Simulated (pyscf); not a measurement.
Single points on ωB97X-D3(BJ)/def2-SVP structures (PySCF, gas phase).

SMILES: [CH3][Zr]([OH])([OH])[OH]
```xyz
11

C     -2.1485    -0.0324    -1.9383
Zr    -0.1805    -0.1015    -0.8864
O      0.4174     1.7273    -0.7720
O     -0.5361    -0.8865     0.8375
O      0.9573    -1.1976    -1.9897
H     -2.8836     0.5781    -1.3829
H     -2.0507     0.4048    -2.9486
H     -2.5785    -1.0438    -2.0552
H      0.8221     2.5849    -0.6518
H     -0.5755    -1.2642     1.7147
H      1.6193    -1.7151    -2.4455
```

**Question.** How much does it cost (ΔH, 298 K, ωB97M-D3(BJ)/def2-TZVP) to split H₃C–Zr(OH)(OH)–OH (SMILES [CH3][Zr]([OH])([OH])[OH]) at its C–Zr bond into CH₃• + [HO–Zr(OH)–OH]•?

**Answer.** C–Zr to CH₃• + [HO–Zr(OH)–OH]•: 71.0 kcal/mol. The 7 functionals that were run give +66.0 (r²SCAN) to +75.7 kcal/mol (ωB97X-D3(BJ)/def2-TZVP). The radicals are drawn with the spin at the cut bond; how far it spreads was not checked. Other isomers of [HO–Zr(OH)–OH]• were not searched in full and may lie lower. Open-shell species with a d-block atom are single-reference here; other states, and whether the spin sits on metal or ligand, were not checked. Elements past Kr carry the def2 core potentials, without spin-orbit coupling.
